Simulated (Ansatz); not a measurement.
# SiH₂ (triplet): from Hartree-Fock to the top rungs, cc-pV(T+d)Z

Aim: climb from Hartree-Fock through coupled cluster and multireference methods for SiH₂ (triplet) at one geometry and basis, and see what each rung misses.

Program: Ansatz 0.2.0, Gaussian basis. Level of theory: cc-pV(T+d)Z, core rule «outside noble gas», up to 5 orbitals frozen. These are calculated values, not measurements.

The runs, in order: UHF; CCSD(T) on ROHF; CCSD(T) on UHF; BCCD(T) on ROHF; CCSDT(Q) on ROHF; CCSDT(Q) on UHF; CISDTQ; CCSDTQ on ROHF; CASSCF and MRCISD+Q, 6 electrons in 6 orbitals; CASSCF and MRCISD+Q(relaxed), 6 electrons in 6 orbitals; CASSCF and NEVPT2, 6 electrons in 6 orbitals; Full CI.

10 further runs of the same task are left out: 10 set aside as unsound or not needed.

## 1. The geometry

The geometry is an MP2(full)/6-31G* stationary point (not a proven minimum).

3 atoms, charge 0, spin multiplicity 3.

Atoms are counted from 1 here; the program's logs count them from 0.

Bond lengths: Si1–H2 1.481 Å, Si1–H3 1.481 Å. Angles: H2–Si1–H3 118.3°.

As a file:

```xyz
3

Si    0.0000    0.0000    0.0508
H     0.0000    1.2719   -0.7081
H     0.0000   -1.2719   -0.7081
```

## 2. UHF

Input file in.yaml:

```yaml
crystal:
  periodic: [false, false, false]
  atoms:
    - {symbol: Si, position_ang: [0.000000, 0.000000, 0.050827]}
    - {symbol: H, position_ang: [0.000000, 1.271862, -0.708125]}
    - {symbol: H, position_ang: [0.000000, -1.271862, -0.708125]}
basis:
  gaussian: {orbitals: "cc-pV(T+d)Z.json"}
magnetization: {spin_polarized: true, initial_magnetization: 2}
hamiltonian: {xc: hf}
output: {orbitals: {seedname: orbitals}}
```

Command:

```console
> ansatz run in.yaml --threads 1 --pin off --events-out ev --progress --plain --max-ram 3956MiB --backend cpu
```

Further steps of the session: CCSD(T) on ROHF; CCSD(T) on UHF; BCCD(T) on ROHF; CCSDT(Q) on ROHF; CCSDT(Q) on UHF; CISDTQ; CCSDTQ on ROHF; CASSCF and MRCISD+Q, 6 electrons in 6 orbitals; CASSCF and MRCISD+Q(relaxed), 6 electrons in 6 orbitals; CASSCF and NEVPT2, 6 electrons in 6 orbitals; Full CI.

Q: Predict the results of all the runs planned. Wanted: FCI below the RHF energy; RMP2 from FCI; UMP2 from FCI; RCCSD from FCI; RCCSD(T) from FCI; UCCSD(T) from FCI; RCCSDT(Q) from FCI; UCCSDT(Q) from FCI; NEVPT2 valence from FCI.

**Answer**, as computed:

```
                          quantity                                                                                                                            value
          FCI below the RHF energy                                                                                                                       -3.2068 eV
                     RMP2 from FCI                                                                                                                  +16.44 kcal/mol
                     UMP2 from FCI                                                                                                                  +16.35 kcal/mol
                    RCCSD from FCI                                                                                                                   +2.55 kcal/mol
                 RCCSD(T) from FCI                                                                                                                   +0.55 kcal/mol
                 UCCSD(T) from FCI                                                                                                                   +0.52 kcal/mol
                RCCSDT(Q) from FCI                                                                                                                   +0.01 kcal/mol
                UCCSDT(Q) from FCI                                                                                                                   -0.03 kcal/mol
           NEVPT2 valence from FCI                                                                                                                  +16.89 kcal/mol
         MRCISD+Q valence from FCI                                                                                                                   +0.57 kcal/mol
MRCISD+Q(relaxed) valence from FCI                                                                                                                   -0.15 kcal/mol
 levels within 1 kcal/mol (43 meV)  RCCSD(T), UCCSD(T), BCCD(T), RCCSDT, UCCSDT, CISDTQ, RCCSDT(Q), UCCSDT(Q), RCCSDTQ, MRCISD+Q valence, MRCISD+Q(relaxed) valence
                     T1 diagnostic                                                                                                                            0.023
    effectively unpaired electrons                                                                                                                             2.03
```

RCCSD(T) lands +0.55 kcal/mol from the yardstick (0.7 % of the correlation energy). MRCISD+Q(relaxed) valence falls below full CI: the +Q correction isn't variational, and the cores differ from full CI's. One determinant dominates. Of the multireference levels listed MRCISD+Q(relaxed) valence comes nearest in total energy (-0.15 kcal/mol), which doesn't show that its space is the better one. These misses are within one basis, not against nature; the frozen cores of restricted and unrestricted runs differ, which can shift their rows.
